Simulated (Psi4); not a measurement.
# [NO2]+ (SMILES O=[N+]=O) at B3LYP/6-31G(d) (Cartesian functions)

Aim: the energy change on altering one bond length of [NO2]+ at B3LYP/6-31G* (Cartesian functions), from 2 runs. 

The results are computed with Psi4 1.11.

## Step 1: The structure to begin with

The species is [NO2]+ (3 atoms), meant as a singlet with charge +1. As SMILES, `O=[N+]=O`. The shape is that of a PBE0-D4/def2-TZVP optimisation.

Bond lengths: O1–N2 1.110 Å, N2–O3 1.110 Å. Angles: O1–N2–O3 180.0°.

## Step 2: Energy and gradient at B3LYP/6-31G(d) (Cartesian functions)

input.json reads:

```json
{
 "schema_name": "qcschema_input",
 "schema_version": 1,
 "molecule": {
  "schema_name": "qcschema_molecule",
  "schema_version": 2,
  "symbols": ["O", "N", "O"],
  "geometry": [-1.08277527, 1.75181391, -0.3960488, -1.89e-05, -1.89e-05, 0.0, 1.08279417, -1.75179501, 0.3960488],
  "molecular_charge": 1,
  "molecular_multiplicity": 1,
  "fix_symmetry": "c1"
 },
 "driver": "gradient",
 "model": {
  "method": "b3lyp",
  "basis": "6-31G*"
 },
 "keywords": {
  "puream": false,
  "e_convergence": 1e-09,
  "d_convergence": 1e-08,
  "scf_type": "pk",
  "dft_radial_points": 99,
  "dft_spherical_points": 590
 }
}
```

Command:

```bash
$ psi4 --qcschema input.json -n 1 --memory 2200MB
```

stdout, cut to the lines that bear on the results:

```text
[...]
  Running in c1 symmetry.
[...]
  Nuclear repulsion =   68.664162361828446
[...]
  Multiplicity = 1
[...]
  Nalpha       = 11
  Nbeta        = 11
[...]
    Number of basis functions: 45
[...]
   @RKS iter   1:  -204.62868643859508    5.62832e-01   1.06627e-02 DIIS/ADIIS
[...]
   @RKS iter   9:  -204.71004354845286   -8.64020e-12   2.21911e-09 DIIS
[...]
    Orbital Energies [Eh]
    ---------------------
    Doubly Occupied:
       1A    -19.689732     2A    -19.689706     3A    -15.026928
       4A     -1.736465     5A     -1.630286     6A     -1.010334
       7A     -0.995361     8A     -0.995361     9A     -0.947071
      10A     -0.769246    11A     -0.769246
[...]
  @RKS Final Energy:  -204.71004354845286
   => Energetics <=
    Nuclear Repulsion Energy =             68.6641623618284456
    One-Electron Energy =                -406.5309141340238739
    Two-Electron Energy =                 152.2295888669862904
    DFT Exchange-Correlation Energy =     -19.0728806432437459
    Empirical Dispersion Energy =           0.0000000000000000
    VV10 Nonlocal Energy =                  0.0000000000000000
    Total Energy =                       -204.7100435484528589
[...]
 Multipole Moments:
 ------------------------------------------------------------------------------------
     Multipole            Electronic (a.u.)      Nuclear  (a.u.)        Total (a.u.)
 ------------------------------------------------------------------------------------
 L = 1.  Multiply by 2.5417464519 to convert [e a0] to [Debye]
 Dipole X            :         -0.0000128            0.0000001           -0.0000127
 Dipole Y            :          0.0000006           -0.0000000            0.0000006
 Dipole Z            :         -0.0000171            0.0000000           -0.0000171
 Magnitude           :                                                    0.0000213
[...]
  -Total Gradient:
     Atom            X                  Y                   Z
    ------   -----------------  -----------------  -----------------
       1        0.000003182222    -0.000000141851    -0.050064582693
       2       -0.000004502450     0.000000200701    -0.000023561695
       3        0.000001318321    -0.000000058765     0.050088144148
[...]
```

The result, in JSON:

```text
{
 "driver": "gradient",
 "model": {
  "method": "b3lyp",
  "basis": "6-31G*"
 },
 "success": true,
 "return_result": [3.18222216940776e-06, -1.4185074740194707e-07, -0.050064582693451154, -4.502450025319986e-06, 2.0070076940554474e-07, -2.356169527672971e-05, 1.3183208838788045e-06, -5.876503484869988e-08, 0.050088144147672264],
 "properties": {
  "calcinfo_nbasis": 45,
  "calcinfo_nmo": 45,
  "calcinfo_nalpha": 11,
  "calcinfo_nbeta": 11,
  "calcinfo_natom": 3,
  "nuclear_repulsion_energy": 68.66416236182845,
  "return_energy": -204.71004354845286,
  "return_gradient": [3.18222216940776e-06, -1.4185074740194707e-07, -0.050064582693451154, -4.502450025319986e-06, 2.0070076940554474e-07, -2.356169527672971e-05, 1.3183208838788045e-06, -5.876503484869988e-08, 0.050088144147672264],
  "scf_one_electron_energy": -406.5309141340239,
  "scf_two_electron_energy": 152.2295888669863,
  "scf_xc_energy": -19.072880643243746,
  "scf_dipole_moment": [-1.2697020129833202e-05, 5.659814107282813e-07, -1.706659263789323e-05],
  "scf_total_energy": -204.71004354845286,
  "scf_total_gradient": [3.18222216940776e-06, -1.4185074740194707e-07, -0.050064582693451154, -4.502450025319986e-06, 2.0070076940554474e-07, -2.356169527672971e-05, 1.3183208838788045e-06, -5.876503484869988e-08, 0.050088144147672264],
  "scf_iterations": 9
 }
}
```

Wall time 6.3 s (1 thread of Intel Xeon Platinum 8259CL at 2.50GHz (Skylake/Cascade Lake), shared host); peak memory 0.42 GiB.

## Step 3: The distorted shape

no2.py reads:

```python
import psi4

psi4.set_memory(2200000000)
psi4.set_num_threads(1)
psi4.set_output_file('run.log', False)

mol = psi4.geometry("""
1 1
O     -1.62418937     2.62778701    -0.59408643
N     -0.00001890    -0.00001890     0.00000000
O      1.08279417    -1.75179501     0.39604880
units bohr
symmetry c1
""")

options = {'basis': '6-31G*', 'puream': False, 'e_convergence': 1e-09, 'd_convergence': 1e-08, 'scf_type': 'pk', 'dft_radial_points': 99, 'dft_spherical_points': 590}
psi4.set_options(options)

energy_value, wavefunction = psi4.gradient("B3LYP", return_wfn=True)
psi4.oeprop(wavefunction, "QUADRUPOLE", "WIBERG_LOWDIN_INDICES", "LOWDIN_CHARGES", title="B3LYP")
print('gradient / Eh bohr^-1')
print(energy_value.np.round(6))
print(f'energy = {wavefunction.energy():.10f} Eh')
```

Command:

```bash
$ python no2.py
```

run.log, cut to the lines that bear on the results:

```text
[...]
  Running in c1 symmetry.
[...]
  Nuclear repulsion =   56.710993414458372
[...]
  Multiplicity = 1
[...]
  Nalpha       = 11
  Nbeta        = 11
[...]
    Number of basis functions: 45
[...]
   @RKS iter   1:  -204.38100815143275    3.86777e-02   1.27485e-02 ADIIS/DIIS
[...]
   @RKS iter  13:  -204.55380265401971   -2.44427e-12   1.23720e-09 DIIS
[...]
  @RKS Final Energy:  -204.55380265401971
   => Energetics <=
    Nuclear Repulsion Energy =             56.7109934144583718
    One-Electron Energy =                -383.6985959651574944
    Two-Electron Energy =                 141.2725746106555960
    DFT Exchange-Correlation Energy =     -18.8387747139761572
    Empirical Dispersion Energy =           0.0000000000000000
    VV10 Nonlocal Energy =                  0.0000000000000000
    Total Energy =                       -204.5538026540197052
[...]
  -Total Gradient:
     Atom            X                  Y                   Z
    ------   -----------------  -----------------  -----------------
       1        0.000000341037    -0.000000014364     0.121998776434
       2       -0.000002248720     0.000000094720    -0.084272888534
       3        0.000001906143    -0.000000080291    -0.037725835784
[...]
 Multipole Moments:
 ------------------------------------------------------------------------------------
     Multipole            Electronic (a.u.)      Nuclear  (a.u.)        Total (a.u.)
 ------------------------------------------------------------------------------------
 L = 1.  Multiply by 2.5417464519 to convert [e a0] to [Debye]
 Dipole X            :          0.0000022            0.0000001            0.0000023
 Dipole Y            :         -0.0000001           -0.0000000           -0.0000001
 Dipole Z            :         -0.5616726            0.0013724           -0.5603002
 Magnitude           :                                                    0.5603002
 L = 2.  Multiply by 1.3450342976 to convert [e a0^2] to [Debye ang]
 Quadrupole XX       :        -10.0380350            0.0000000          -10.0380349
 Quadrupole XY       :          0.0000000           -0.0000000           -0.0000000
[...]
```

Standard output:

```text
gradient / Eh bohr^-1
[[ 0.00000e+00 -0.00000e+00  1.21999e-01]
 [-2.00000e-06  0.00000e+00 -8.42730e-02]
 [ 2.00000e-06 -0.00000e+00 -3.77260e-02]]
energy = -204.5538026540 Eh
```

Wall time 7.5 s (1 thread of Intel Xeon Platinum 8259CL at 2.50GHz (Skylake/Cascade Lake), shared host); peak memory 0.42 GiB.

## Step 4: Summary of results

Level: B3LYP/6-31G* (Cartesian functions).

```
                                                         quantity          value
                                        first shape: total energy  -204.71004 Eh
                                         first shape: HOMO energy      -20.93 eV
                                         first shape: LUMO energy      -11.17 eV
                                       first shape: HOMO–LUMO gap        9.76 eV
                            first shape: largest force on an atom     2.576 eV/Å
                                    distorted shape: total energy  -204.55380 Eh
                                     distorted shape: HOMO energy      -18.32 eV
                                     distorted shape: LUMO energy      -13.66 eV
                                   distorted shape: HOMO–LUMO gap        4.66 eV
                        distorted shape: largest force on an atom     6.273 eV/Å
energy change with the O1–N2 bond stretched from 1.110 to 1.665 Å       4.252 eV
```

**Reading.** With the O1–N2 bond stretched from 1.110 to 1.665 Å the energy rises by 4.25 eV (410 kJ/mol). The first shape isn't relaxed at this level, so the change isn't measured from a minimum. The largest force (first shape) is 2.58 eV/Å: the shape isn't a stationary point for this species at this level.
